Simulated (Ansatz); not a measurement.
# BH2F (SMILES [H]B([H])F) at RPA@PBE/STO-3G

What is the energy change on altering one bond length of BH2F at RPA@PBE/STO-3G? 

The results are computed with Ansatz 0.2.0.

56 further runs of the same task are left out: 2 that didn't finish, 54 set aside as unsound or not needed.

## 1. The structure to begin with

BH2F has 4 atoms, charge 0, and is taken as a singlet. As SMILES, `[H]B([H])F`. The coordinates come from a GFN2-xTB relaxation.

Bond lengths: B1–F4 1.306 Å, B1–H2 1.171 Å, B1–H3 1.171 Å. Angles: H2–B1–F4 117.3°, H3–B1–F4 117.3°, H2–B1–H3 125.4°.

## 2. The energy at RPA@PBE/STO-3G

File input.yaml:

```yaml
crystal:
  periodic: [false, false, false]
  atoms:
    - symbol: B
      position_ang: [0.029990, 0.049200, 0.000600]
    - symbol: H
      position_ang: [1.198420, -0.033970, 0.015630]
    - symbol: H
      position_ang: [-0.578270, 1.050180, -0.019450]
    - symbol: F
      position_ang: [-0.650140, -1.065400, 0.003230]
basis:
  gaussian:
    orbitals: STO-3G
accuracy: high
hamiltonian:
  xc: {name: PBE}
correlation:
  method: rpa
  frozen_orbitals: {B: 1, F: 1, H: 0}
```

Command:

```console
$ ansatz run input.yaml --threads 1 --pin off --max-ram 2610MiB --events-out events.jsonl --progress --plain --runs-dir runs
```

Log:

```text
Warning: RAYON_NUM_THREADS=1 ignored (pool sized by the plan → 1); use --threads N
Functional definition: PBE
  name "PBE"
  parameter kappa = 0.804
  parameter beta = 0.06672455060314922
  exchange = pbe_x(kappa = kappa, mu = beta*pi^2/3)
  correlation = pbe_c(beta = beta)
186 factors; integrals over basis functions are off by at most 3.1e-8 eV
mean field evaluation 1: about -3374.3933 eV, gradient 9.5e0 eV
mean field evaluation 2: about -3374.3457 eV, gradient 9.5e0 eV
mean field evaluation 4: about -3374.5871 eV, gradient 4.3e0 eV
mean field evaluation 8: about -3374.6422 eV, gradient 2.3e-3 eV
mean field evaluation 16: about -3374.6422 eV, gradient 1.8e-8 eV
mean field -3374.64223913 eV, -124.0158148734 hartree, gradient 1.8e-8 eV, S^2 0.000000; 0 other end points of the search recorded, 0 dependent functions left out
2 core orbitals not correlated: weight in the atoms' cores, before any rotation towards them, 1.000 or more for the frozen orbitals, at most 0.000 for the correlated occupied ones
reference -3362.99413100 eV, -123.5877547949 hartree; 6, 6 occupied and 4, 4 virtual orbitals, 186 factors
Total energy: -3366.94148575 eV, -123.7328174064 hartree
```

It took 0.52 s on 1 thread of Intel Xeon Platinum 8488C (Sapphire Rapids), shared host.

## 3. The distorted shape, same level

File job.yaml:

```yaml
crystal:
  periodic: [false, false, false]
  atoms:
    - {symbol: B, position_ang: [0.200046, 0.327888, -0.000058]}
    - {symbol: H, position_ang: [1.368476, 0.244718, 0.014972]}
    - {symbol: H, position_ang: [-0.408214, 1.328868, -0.020108]}
    - {symbol: F, position_ang: [-0.650140, -1.065400, 0.003230]}
basis:
  gaussian:
    orbitals: STO-3G
total_charge: 0
hamiltonian:
  xc: {name: PBE}
correlation:
  method: rpa
  frozen_orbitals: {B: 1, F: 1, H: 0}
accuracy: high
```

Command:

```console
$ ansatz run job.yaml --threads 1 --pin off --max-ram 2610MiB --events-out events.jsonl --progress --plain --runs-dir runs
```

Log:

```text
Warning: RAYON_NUM_THREADS=1 ignored (pool sized by the plan → 1); use --threads N
Functional definition: PBE
  name "PBE"
  parameter kappa = 0.804
  parameter beta = 0.06672455060314922
  exchange = pbe_x(kappa = kappa, mu = beta*pi^2/3)
  correlation = pbe_c(beta = beta)
186 factors; integrals over basis functions are off by at most 3.4e-8 eV
mean field evaluation 1: about -3372.9016 eV, gradient 9.0e0 eV
mean field evaluation 2: about -3372.8322 eV, gradient 8.9e0 eV
mean field evaluation 4: about -3373.0619 eV, gradient 3.6e0 eV
mean field evaluation 8: about -3373.1137 eV, gradient 1.5e-2 eV
mean field evaluation 16: about -3373.1137 eV, gradient 9.5e-8 eV
mean field -3373.11368121 eV, -123.9596414059 hartree, gradient 9.5e-8 eV, S^2 0.000000; 0 other end points of the search recorded, 0 dependent functions left out
2 core orbitals not correlated: weight in the atoms' cores, before any rotation towards them, 1.000 or more for the frozen orbitals, at most 0.000 for the correlated occupied ones
reference -3360.60233624 eV, -123.4998579586 hartree; 6, 6 occupied and 4, 4 virtual orbitals, 186 factors
Total energy: -3365.37905800 eV, -123.6753992455 hartree
```

Wall time 0.48 s (1 thread of Intel Xeon Platinum 8488C (Sapphire Rapids), shared host).

## 4. What came out

Level: RPA@PBE/STO-3G, 2 core orbitals frozen.

```
                                                         quantity          value
                                        first shape: total energy  -123.73282 Eh
                    first shape: RPA correlation energy (valence)     -145.1 mEh
                                    distorted shape: total energy  -123.67540 Eh
                distorted shape: RPA correlation energy (valence)     -175.5 mEh
energy change with the B1–F4 bond stretched from 1.306 to 1.632 Å       1.562 eV
```

What this shows: With the B1–F4 bond stretched from 1.306 to 1.632 Å the energy rises by 1.56 eV (151 kJ/mol). The first shape isn't relaxed at this level, so the change isn't measured from a minimum. The minimal basis adds a large error of its own.
